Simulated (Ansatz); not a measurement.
**AlHCl (doublet): the correlation ladder, cc-pVTZ**

An exercise on one series of results from a longer session: the logs are not shown, and one member is left open.

Program: Ansatz 0.2.0, Gaussian basis. Level of theory: cc-pVTZ, core rule «outside noble gas», up to 10 orbitals frozen. These are calculated values, not measurements.

The runs, in order: UHF; CCSD(T) on ROHF; CCSD(T) on UHF; BCCD(T) on ROHF; CCSDT(Q) on ROHF; CCSDT(Q) on UHF.

14 further runs of the same task are left out: 12 for a known fault of the program, 2 set aside as unsound or not needed.

## The system

The geometry is a PBE0/def2-TZVP stationary point (not a proven minimum) of the parent state, kept for this charge and spin.

3 atoms, charge 0, spin multiplicity 2.

Atoms are counted from 1 here; the program's logs count them from 0.

Bond lengths: Al1–Cl2 2.197 Å, Al1–H3 1.817 Å. Angles: Cl2–Al1–H3 63.0°.

Set-up of the first run:

in.yaml reads:

```yaml
crystal:
  periodic: [false, false, false]
  atoms:
    - {symbol: Al, position_ang: [0.000000, -0.050236, 1.239922]}
    - {symbol: Cl, position_ang: [0.000000, -0.006816, -0.956330]}
    - {symbol: H, position_ang: [0.000000, 1.584516, 0.446218]}
basis:
  gaussian: {orbitals: cc-pVTZ}
magnetization: {spin_polarized: true, initial_magnetization: 1}
hamiltonian: {xc: hf}
output: {orbitals: {seedname: orbitals}}
```

Command:

```bash
> ansatz run in.yaml --threads 1 --pin off --events-out ev --progress --plain --max-ram 4096MiB --backend cpu
```

Among the steps run: UHF; CCSD(T) on ROHF; CCSD(T) on UHF; BCCD(T) on ROHF; CCSDT(Q) on ROHF; CCSDT(Q) on UHF.

One table of the session follows, with a row left open; its other results are not shown here.

```
   method  from UCCSDT(Q) (meV)
     ROHF               +8374.9
      UHF               +8041.7
     RMP2               +1250.7
     UMP2               +1249.1
    RCCSD                +402.1
    UCCSD                +391.9
 RCCSD(T)                 +50.2
 UCCSD(T)                 +51.3
  BCCD(T)                 +48.3
   RCCSDT                 +21.8
   UCCSDT                 +20.3
RCCSDT(Q)                     ?
UCCSDT(Q)                     0
```

**Question.** Estimate the row for RCCSDT(Q).

**Answer.** from UCCSDT(Q) (meV): +2.3. In the column «from UCCSDT(Q) (meV)» it lies between UCCSDT(Q) (0) and UCCSDT (+20.3).

Limits of these values: Restricted and unrestricted rows rest on different reference determinants; where their highest levels disagree by more than a few hundredths of an eV, they describe different states and don't form one ladder.
